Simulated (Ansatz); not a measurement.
# Telling isomers of C3H2F− apart by their spectra

These gas-phase data were calculated for one isomer of C3H2F− at PBE0-D3(BJ)/def2-SVPD (harmonic, unscaled wavenumbers; equilibrium rotational constants with average atomic masses):

```
rotational constants            : 47.84, 4.461, 4.138 GHz
all wavenumbers above 1500 cm⁻¹ : 3208, 3040, 1943
```

Candidates:

(1) `[CH-]=C=CF`, a singlet
(2) `[C-]#CCF`, a singlet

Which candidate do the data belong to?

Candidate (1). No mode falls between 2050 and 2400 cm⁻¹, where the C≡C stretch of (2) would stand.

The same quantities for all candidates:

|  | rotational constants (GHz) | wavenumbers above 1500 cm⁻¹ | E above the lowest, PBE0-D3(BJ)/def2-SVPD (kcal/mol) |
| --- | --- | --- | --- |
| (1) | 47.84, 4.461, 4.138 | 3208, 3040, 1943 | 4.6 |
| (2) | 38.9, 4.675, 4.288 | 3025, 2990, 2117 | 0.0 |

Harmonic stretches to hydrogen usually lie a few per cent above observed fundamentals. Programs: Ansatz 0.2.0.
